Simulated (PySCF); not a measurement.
# SO₂(OH)₂: structure of the singlet

Aim: relax SO₂(OH)₂ as a singlet from a tetrahedral start, check by its vibrations whether the end is a minimum, and collect its spectrum and constants.

Computed with PySCF 2.14.0. Level: PBE0, basis S def2-TZVP, O def2-TZVP, H def2-TZVP, no relativity, density fitting.

## (1) The starting structure

7 atoms, charge 0, spin multiplicity 1.

Bond lengths: S1–O2 1.510 Å, S1–O3 1.510 Å, S1–O4 1.660 Å, S1–O5 1.660 Å, O4–H6 0.960 Å, O5–H7 0.960 Å. Angles: O2–S1–O3 109.5°, O2–S1–O4 109.5°, O2–S1–O5 109.5°, O3–S1–O4 109.5°, O3–S1–O5 109.5°, O4–S1–O5 109.5°, S1–O4–H6 130.0°, S1–O5–H7 130.0°.

```xyz
7
charge 0 multiplicity 1
S     0.0000    0.0000    0.0553
O     1.2330    0.0000    0.9270
O    -1.2330    0.0000    0.9270
O     0.0000    1.3555   -0.9030
O     0.0000   -1.3555   -0.9030
H     0.7354    1.8593   -1.2592
H    -0.7354   -1.8593   -1.2592
```

## (2) Relaxation: tetrahedral start, singlet

One driver script runs all steps and calls PySCF; scf.py shows how it sets up the SCF of each step. The optimiser is the driver's own. Before each start the driver seeks the lowest SCF state from one or more starting densities and follows internal instabilities, so scf.py alone need not reach the same state.

The program finds C2 symmetry in the start, which this walk keeps. The walk stops when the largest gradient is under 0.0003 Eh/bohr and the energy has settled too.

The input, scf.py:

```python
from pyscf import gto, scf, dft
mol = gto.M(atom='''
S      0.000000     0.000000     0.055323
O      1.233000    -0.000000     0.927023
O     -1.233000     0.000000     0.927023
O      0.000000     1.355500    -0.902977
O     -0.000000    -1.355500    -0.902977
H      0.735400     1.859300    -1.259177
H     -0.735400    -1.859300    -1.259177''',
    basis={'S': 'def2-TZVP', 'O': 'def2-TZVP', 'H': 'def2-TZVP'},
    charge=0, spin=0)
mf = dft.RKS(mol, xc='PBE0')
mf.grids.atom_grid = (50, 194)
aux = {'S': 'def2-universal-JKFIT', 'O': 'def2-universal-JKFIT', 'H': 'def2-universal-JKFIT'}
mf = mf.density_fit(auxbasis=aux)
mf.kernel()
```

Energy and gradient, step by step:

| step | energy (Eh) | change (kJ/mol) | largest symmetric gradient (Eh/bohr) |
| --- | --- | --- | --- |
| 0 | -699.923123 | 0.00 | 0.10970 |
| 1 | -699.972727 | -130.24 | 0.04433 |
| 2 | -699.984312 | -160.65 | 0.01357 |
| 3 | -699.987507 | -169.04 | 0.01181 |
| 4 | -699.988331 | -171.20 | 0.00425 |
| 5 | -699.988409 | -171.41 | 0.00165 |
| 6 | -699.988418 | -171.43 | 0.00060 |
| 7 | -699.988419 | -171.44 | 0.00014 |

The walk needed 24 s of wall time on 8 threads, shared host.

Positions (Å) and forces (eV/Å) along the way:

```
step 0
S    0.000   0.000   0.055   0.000   0.000   5.641
O    1.233   0.000   0.927  -2.988  -0.294  -4.107
O   -1.233   0.000   0.927   2.988   0.294  -4.107
O    0.000   1.355  -0.903  -2.088  -2.276   0.868
O    0.000  -1.355  -0.903   2.088   2.276   0.868
H    0.735   1.859  -1.259   1.015  -0.786   0.419
H   -0.735  -1.859  -1.259  -1.015   0.786   0.419
step 1
S    0.000   0.000   0.129   0.000   0.000  -2.280
O    1.220  -0.009   0.817   1.096  -0.003   0.126
O   -1.220   0.009   0.817  -1.096   0.003   0.126
O   -0.060   1.266  -0.887  -0.240  -0.475   0.208
O    0.060  -1.266  -0.887   0.240   0.475   0.208
H    0.733   1.757  -1.202  -0.309  -1.203   0.806
H   -0.733  -1.757  -1.202   0.309   1.203   0.806
step 4
S    0.000   0.000   0.110   0.000   0.000   0.004
O    1.250   0.099   0.774  -0.219  -0.082  -0.072
O   -1.250  -0.099   0.774   0.219   0.082  -0.072
O   -0.128   1.219  -0.888  -0.005   0.061   0.020
O    0.128  -1.219  -0.888   0.005  -0.061   0.020
H    0.758   1.510  -1.148  -0.080  -0.050   0.050
H   -0.758  -1.510  -1.148   0.080   0.050   0.050
step 7
S    0.000   0.000   0.106   0.000   0.000   0.004
O    1.247   0.091   0.772  -0.004  -0.003   0.000
O   -1.247  -0.091   0.772   0.004   0.003   0.000
O   -0.132   1.223  -0.886  -0.007   0.004  -0.001
O    0.132  -1.223  -0.886   0.007  -0.004  -0.001
H    0.754   1.510  -1.147   0.003  -0.001  -0.001
H   -0.754  -1.510  -1.147  -0.003   0.001  -0.001
```

End point (C2, 7 steps, 171.4 kJ/mol gained): O–H 0.967 Å (×2), S–O 1.416 Å (×2), S–O 1.580 Å (×2); H–O–S 108.8° (×2), O–S–O 102.2°, O–S–O 105.7° (×2), O–S–O 108.6° (×2), O–S–O 123.9°.

## (3) Vibrations and properties at this point

On the finer grid the gradient is checked again; gradients at displacements of ±0.01 bohr then give force constants and infrared intensities.

scf.py: that of step 2 with these lines changed.

```diff
@@ -3,7 +3,7 @@
-S      0.000000     0.000000     0.055323
-O      1.233000    -0.000000     0.927023
-O     -1.233000     0.000000     0.927023
-O      0.000000     1.355500    -0.902977
-O     -0.000000    -1.355500    -0.902977
-H      0.735400     1.859300    -1.259177
-H     -0.735400    -1.859300    -1.259177''',
+S      0.000000     0.000000     0.133038
+O      1.246736     0.090785     0.798464
+O     -1.246736    -0.090785     0.798464
+O     -0.132188     1.222942    -0.859165
+O      0.132188    -1.222942    -0.859165
+H      0.753629     1.509084    -1.121833
+H     -0.753629    -1.509084    -1.121833''',
@@ -13 +13 @@
-mf.grids.atom_grid = (50, 194)
+mf.grids.atom_grid = (75, 302)
```

The driver hands on the density of the step before, so the log starts near convergence.

SCF at the final geometry:

```text
init E= -699.988440729765
  HOMO = -0.35375648311637  LUMO = 0.00486621545346174  gap/eV = 9.75862
cycle= 1 E= -699.988440729716  delta_E= 4.84e-11  |g|= 2.28e-05  |ddm|= 1.89e-05
  HOMO = -0.353753869650313  LUMO = 0.0048659596567204  gap/eV = 9.75854
cycle= 2 E= -699.988440729571  delta_E= 1.46e-10  |g|= 3.75e-05  |ddm|= 3.11e-05
  HOMO = -0.353755677674455  LUMO = 0.00486623178447318  gap/eV = 9.75860
cycle= 3 E= -699.988440729797  delta_E= -2.26e-10  |g|= 2.73e-06  |ddm|= 1.99e-05
  HOMO = -0.35375556326904  LUMO = 0.00486617184464755  gap/eV = 9.75859
cycle= 4 E= -699.988440729798  delta_E= -4.55e-13  |g|= 9.37e-08  |ddm|= 1.41e-06
  HOMO = -0.35375556228385  LUMO = 0.00486616652829907  gap/eV = 9.75859
Extra cycle  E= -699.988440729797  delta_E= 2.27e-13  |g|= 6.4e-08  |ddm|= 9.61e-08
converged SCF energy = -699.988440729797
```

The whole step took 1.7 min.

Geometry: C2; O–H 0.967 Å (×2), S–O 1.416 Å (×2), S–O 1.580 Å (×2); H–O–S 108.8° (×2), O–S–O 102.2°, O–S–O 105.7° (×2), O–S–O 108.6° (×2), O–S–O 123.9°.

Harmonic modes (main isotopes):

```csv
symmetry,ω (cm⁻¹),IR (km/mol),μ (u)
a,257,109,1.29
b,336,62.4,1.12
a,380,2.2,12.98
a,444,16.3,3.12
b,502,45.0,4.64
a,553,47.1,14.49
b,563,32.1,14.65
a,856,107,15.53
b,912,351,18.89
a,1145,71.5,1.12
b,1166,94.1,1.27
a,1255,189,18.13
b,1505,302,10.76
b,3803,214,1.07
a,3808,51.4,1.07
```

Every mode is real; the point is a minimum.

Constants and moments:

```yaml
Dipole_moment: 3.22 D
Highest_occupied_level: -9.63 eV
Lowest_empty_level: 0.13 eV
Rotational_constants: 0.1717, 0.1683, 0.1619 cm⁻¹
Zero-point_energy: 104.6 kJ/mol
Principal_polarisabilities: 29.2, 29.7, 34.0 bohr³
Atomisation_energy_without_zero-point_energy: 2463 kJ/mol
Principal_traceless_quadrupole_moments_about_the_centre_of_mass: -8.80, -0.20, 9.00 D Å
Entropy_at_298.15_K_and_1_bar: 295.3 J/(mol K)
Heat_capacity_Cp_at_298.15_K: 81.4 J/(mol K)
Enthalpy_at_298.15_K_above_0_K: 15.74 kJ/mol
Rotational_symmetry_number: 2
```

Populations by atom (charges in e):

```json
{"atom": "S1", "Mulliken": "0.83", "Löwdin": "0.40", "polar tensor": "2.43", "Mayer order to S1": "–"}
{"atom": "O2,3", "Mulliken": "-0.39", "Löwdin": "-0.24", "polar tensor": "-0.76", "Mayer order to S1": "2.00"}
{"atom": "O4,5", "Mulliken": "-0.38", "Löwdin": "-0.14", "polar tensor": "-0.78", "Mayer order to S1": "1.14"}
{"atom": "H6,7", "Mulliken": "0.36", "Löwdin": "0.19", "polar tensor": "0.32", "Mayer order to S1": "0.03"}
```

Outer orbital energies (eV). occupied: -14.03, -12.79, -12.24, -11.37, -11.13, -10.02, -9.98, -9.63; empty: 0.13, 0.98, 2.73, 2.90.

Mulliken populations on S1: s 5.28, p 8.52, d 1.23, f 0.14.

## (4) Summary of results

```
                                 quantity                                                                                                                                        value
                                  minimum                                                                                                                                  singlet, C2
                                 geometry    O–H 0.967 Å (×2), S–O 1.416 Å (×2), S–O 1.580 Å (×2); H–O–S 108.8° (×2), O–S–O 102.2°, O–S–O 105.7° (×2), O–S–O 108.6° (×2), O–S–O 123.9°
                       wavenumbers (cm⁻¹)  257 (a), 336 (b), 380 (a), 444 (a), 502 (b), 553 (a), 563 (b), 856 (a), 912 (b), 1145 (a), 1166 (b), 1255 (a), 1505 (b), 3803 (b), 3808 (a)
                            dipole moment                                                                                                                                       3.22 D
     highest occupied, lowest empty level                                                                                                                               -9.63, 0.13 eV
                polar-tensor charge of S1                                                                                                                                      +2.43 e
                        zero-point energy                                                                                                                                 104.6 kJ/mol
                      entropy at 298.15 K                                                                                                                              295.3 J/(mol K)
atomisation energy (no zero-point energy)                                                                                                                                  2463 kJ/mol
```

In words: The tetrahedral start keeps its C2 symmetry and ends in a minimum. In the infrared the band at 912 cm⁻¹ (b) leads. Other starts or spin states, not run here, may lie lower.

The search up to here took 2.1 min.
